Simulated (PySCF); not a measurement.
## Name the molecule from its bond curve

A diatomic of charge +1 contains Si. Its singlet curve at RHF-CCSD(T) in a triple-zeta basis (no relativity, PySCF), in eV from the separated fragments:

(R (Å), E (eV)): (1.369, -3.020), (1.430, -3.158), (1.475, -3.202), (1.521, -3.206), (1.567, -3.176), (1.627, -3.095), (1.704, -2.945), (1.795, -2.718)

The fit gives ωe = 2202 cm⁻¹ and the rotational constant Bₑ = 7.682 cm⁻¹.

Question: Which atom is the partner?

Answer: The minimum lies at 1.502 Å, so the reduced mass is 16.8576 u Å² cm⁻¹/(Bₑ·Re²) = 0.9727 u. With Si at 27.98 u the partner weighs about 1.0 u: H. The molecule is SiH⁺.

Correlated steps freeze 5 core orbitals.
